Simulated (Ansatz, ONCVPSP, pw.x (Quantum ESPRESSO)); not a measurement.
# pw.x on bcc Ta: one setting changed

Potential: optimised norm-conserving Vanderbilt (ONCV), ONCVPSP 4.0.1.1 (patched build), PBE; core [Kr] 4d10 4f14, reference 5s2 5p6 5d3 6s2; waves: 5s+6s: rc 1.65 bohr, ncon 4, nbas 9, qcut 7.4 1/bohr, 2 projectors; 5p: rc 1.80 bohr, ncon 3, nbas 7, qcut 9.4 1/bohr, 2 projectors, debl 1.7 Ha; 5d: rc 2.10 bohr, ncon 4, nbas 7, qcut 5.4 1/bohr, 2 projectors, debl 0.8 Ha; local part: polynomial inside 1.10 bohr (lpopt 5, dvloc0 0 Ha); core correction: Teter function, fcfact 3.75, rcfact 1.1.

The reference run (k-mesh 14³, cutoffs 75/300 Ry, Fermi–Dirac 0.01 Ry, mixing_beta 0.4, conv_thr 1e-9, no spin) gives -1.03 GPa at 18.192 Å³/atom, where all-electron LAPW gives 1.22 GPa. This run, with its own iteration cap, changes smearing to box, a wrong or extreme entry chosen on purpose.

```
&control
  calculation='scf', prefix='x', pseudo_dir='./', outdir='./tmp', tstress=.true., disk_io='none'
/
&system
  ibrav=0, nat=1, ntyp=1, ecutwfc=75, ecutrho=300, nbnd=14,
  occupations='smearing', smearing='box', degauss=0.01
/
&electrons
  conv_thr=1e-09, mixing_beta=0.4, electron_maxstep=70
/
ATOMIC_SPECIES
Ta 1.0 Ta.UPF
CELL_PARAMETERS angstrom
  -1.65681297 1.65681297 1.65681297
  1.65681297 -1.65681297 1.65681297
  1.65681297 1.65681297 -1.65681297
ATOMIC_POSITIONS crystal
Ta 0.0000 0.0000 0.0000
K_POINTS automatic
14 14 14 0 0 0
```

```bash
pw.x < Ta.scf.in > Ta.scf.out
```

Q: How does the run end?

A: It stops with "set_occupations: smearing box unknown".

```
Error in routine  set_occupations (1):
      smearing box unknown
```
